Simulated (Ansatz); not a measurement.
Energy needed to pull apart SiHOF (SMILES O[Si]F), singlet, into free ground-state atoms, from the structure below (displaced at random from its PBE0-D4/def2-TZVP minimum); no zero-point or spin–orbit terms; open-shell atoms are treated unrestricted, in their ground-state multiplicity.

```json
{"atom": "O1", "x (Å)": "-0.5443", "y (Å)": "0.7623", "z (Å)": "-0.1954"}
{"atom": "Si2", "x (Å)": "0.2828", "y (Å)": "0.0375", "z (Å)": "0.9826"}
{"atom": "F3", "x (Å)": "0.8972", "y (Å)": "-1.2391", "z (Å)": "0.2348"}
{"atom": "H4", "x (Å)": "-0.5864", "y (Å)": "0.3907", "z (Å)": "-1.0986"}
```

Computed with Ansatz 0.2.0 (basis: def2-TZVPP); correlated methods freeze the cores.

```tsv
method	atomization energy (kcal/mol)
PBE-D4	384.9
r2SCAN-D4	376.3
PBE0-D4	?
wB97M-V	382.3
HF	261.1
MP2	?
CCSD	360.3
CCSD(T)	367.5
```

**Question.** What does MP2 give? (An estimate is asked for; the value comes from the calculation.)

**Answer.** By the calculation: 382.7 kcal/mol, which is about 15.2 kcal/mol more than CCSD(T)/def2-TZVPP.

**Question.** What does PBE0-D4 give? (Judge from chemistry; the value comes from the calculation.)

**Answer.** Computed: 370.6 kcal/mol, which is about 3.1 kcal/mol more than CCSD(T)/def2-TZVPP.

In triple zeta the MP2 and coupled-cluster atomization energies are still short of their basis limit by a few kcal/mol a bond, whereas those of the functionals are nearly converged, so these differences are not deviations from converged CCSD(T).

No T1 diagnostic of these runs exceeds 0.015.

For scale, one of the runs: CCSD(T)/def2-TZVPP forces, 118 basis functions (an equivalent command: `ansatz run in.yaml --threads 2`). Time: 53 s of wall clock on 2 CPU threads; the host was shared. Peak host memory: 0.78 GiB.
